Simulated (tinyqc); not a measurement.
Inside a calculation (part 2 of 2). Method: CIS and TDHF on RHF in the sto-6g basis, for H2O, spin multiplicity 1. Computed by tinyqc, a small Python program that keeps every step (integrals from PySCF). Command: `OMP_NUM_THREADS=1 python tinyqc.py 26111 26112 out.jsonl` (the two numbers bound the seeds that draw the settings). One thread of a shared host (Intel(R) Xeon(R) Processor @ 2.60GHz), about 0.2 s of CPU time with the checks.

Geometry (angstrom):
```
atom       x        y       z
O     0.0000   0.0000  0.0000
H     0.0000   0.7990  0.7920
H     0.0000  -0.7990  0.7920
```

## TDHF (RPA) triplet states

CIS matrix A, triplet (hartree), lower triangle:
```
         1>6      1>7      2>6      2>7      3>6      3>7     4>6     4>7
1>6  20.1951
1>7   0.0000  20.2597
2>6   0.0080   0.0000   1.0810
2>7   0.0000   0.0077   0.0000   1.1470
3>6   0.0000  -0.0071   0.0000  -0.0791   0.4324
3>7  -0.0071   0.0000  -0.0791   0.0000   0.0000   0.4651
4>6  -0.0172   0.0000  -0.0407   0.0000   0.0000  -0.0627  0.3808
4>7   0.0000  -0.0038   0.0000   0.0115  -0.0627   0.0000  0.0000  0.4276
5>6   0.0000   0.0000   0.0000   0.0000   0.0000   0.0000  0.0000  0.0000
5>7   0.0000   0.0000   0.0000   0.0000   0.0000   0.0000  0.0000  0.0000

        5>6     5>7
5>6  0.2782
5>7  0.0000  0.3331
```

Two-electron integrals over orbitals (pq|rs), unique and non-zero (hartree):
```
(11|11) 4.7638      (21|11) -0.4403     (21|21) 0.0656      (22|11) 1.0371
(22|21) -0.0164     (22|22) 0.7291      (31|31) 0.0118      (32|31) 0.0176
(32|32) 0.1288      (33|11) 0.7802      (33|21) -0.0048     (33|22) 0.6235
(33|33) 0.6002      (41|11) 0.1773      (41|21) -0.0247     (41|22) 0.0129
(41|33) 0.0054      (41|41) 0.0247      (42|11) -0.1631     (42|21) 0.0089
(42|22) -0.0281     (42|33) 2.43e-04    (42|41) 0.0163      (42|42) 0.1293
(43|31) -0.0033     (43|32) 0.0237      (43|43) 0.0582      (44|11) 0.9077
(44|21) -0.0106     (44|22) 0.6504      (44|33) 0.5672      (44|41) -0.0077
(44|42) -0.0859     (44|44) 0.6756      (51|51) 0.0266      (52|51) 0.0332
(52|52) 0.1513      (53|53) 0.0274      (54|51) -0.0123     (54|52) -0.0459
(54|54) 0.0474      (55|11) 1.1171      (55|21) -0.0116     (55|22) 0.7576
(55|33) 0.6102      (55|41) 0.0044      (55|42) -0.0857     (55|44) 0.6749
(55|55) 0.8807      (61|11) -0.1923     (61|21) 0.0308      (61|22) -0.0015
(61|33) 0.0011      (61|41) 0.0028      (61|42) 0.0217      (61|44) -0.0154
(61|55) -0.0047     (61|61) 0.0279      (62|11) 0.2652      (62|21) -0.0062
(62|22) 0.1323      (62|33) 0.0724      (62|41) 0.0188      (62|42) 0.0332
(62|44) 0.0537      (62|55) 0.1376      (62|61) 0.0122      (62|62) 0.0973
(63|31) 0.0032      (63|32) -0.0265     (63|43) -0.0343     (63|63) 0.0655
(64|11) 0.2814      (64|21) -0.0034     (64|22) 0.1322      (64|33) 0.0548
(64|41) -0.0008     (64|42) -0.0633     (64|44) 0.1304      (64|55) 0.1581
(64|61) -0.0033     (64|62) 0.0543      (64|64) 0.1098      (65|51) 0.0122
(65|52) 0.0480      (65|54) 0.0070      (65|65) 0.0343      (66|11) 0.8145
(66|21) -0.0080     (66|22) 0.6079      (66|33) 0.5569      (66|41) 0.0172
(66|42) 0.0407      (66|44) 0.5550      (66|55) 0.5917      (66|61) 0.0095
(66|62) 0.0988      (66|64) 0.0588      (66|66) 0.5956      (71|31) 0.0147
(71|32) 0.0209      (71|43) -0.0041     (71|63) 0.0036      (71|71) 0.0182
(72|31) 0.0149      (72|32) 0.0540      (72|43) -0.0337     (72|63) 0.0304
(72|71) 0.0178      (72|72) 0.0662      (73|11) 0.3698      (73|21) -0.0067
(73|22) 0.1629      (73|33) 0.0921      (73|41) -4.96e-04   (73|42) -0.0854
(73|44) 0.1282      (73|55) 0.2021      (73|61) -0.0057     (73|62) 0.0649
(73|64) 0.1106      (73|66) 0.0485      (73|73) 0.1656      (74|31) -0.0086
(74|32) -0.0746     (74|43) -0.0178     (74|63) 0.0531      (74|71) -0.0106
(74|72) -0.0142     (74|74) 0.0756      (75|53) 0.0237      (75|75) 0.0235
(76|31) 0.0071      (76|32) 0.0791      (76|43) 0.0627      (76|63) -0.0566
(76|71) 0.0085      (76|72) -0.0079     (76|74) -0.0635     (76|76) 0.1079
(77|11) 0.8062      (77|21) -0.0077     (77|22) 0.5983      (77|33) 0.5805
(77|41) 0.0038      (77|42) -0.0115     (77|44) 0.5644      (77|55) 0.5932
(77|61) -0.0024     (77|62) 0.0573      (77|64) 0.0441      (77|66) 0.5540
(77|73) 0.0788      (77|77) 0.5847
```

B(ia,jb) = - (ib|ja); the squared energies are the eigenvalues of (A - B)(A + B); 1 hartree = 27.211386 eV.

TDHF matrix B, triplet (hartree), lower triangle:
```
         1>6      1>7      2>6      2>7      3>6      3>7      4>6      4>7
1>6  -0.0279
1>7   0.0000  -0.0182
2>6  -0.0122   0.0000  -0.0973
2>7   0.0000  -0.0178   0.0000  -0.0662
3>6   0.0000   0.0057   0.0000  -0.0649  -0.0655
3>7  -0.0036   0.0000  -0.0304   0.0000   0.0000  -0.1656
4>6   0.0033   0.0000  -0.0543   0.0000   0.0000  -0.0531  -0.1098
4>7   0.0000   0.0106   0.0000   0.0142  -0.1106   0.0000   0.0000  -0.0756
5>6   0.0000   0.0000   0.0000   0.0000   0.0000   0.0000   0.0000   0.0000
5>7   0.0000   0.0000   0.0000   0.0000   0.0000   0.0000   0.0000   0.0000

         5>6      5>7
5>6  -0.0343
5>7   0.0000  -0.0235
```

squared energies w^2 (hartree^2): 0.0762  0.0773  0.0981  0.1104  0.2315  0.2334  1.1825  1.3268  407.8421  410.4552

TDHF energies from the positive w^2 (eV): 7.5133  7.5680  8.5217  9.0413  13.0920  13.1470  29.5899  31.3444  549.5367  551.2944
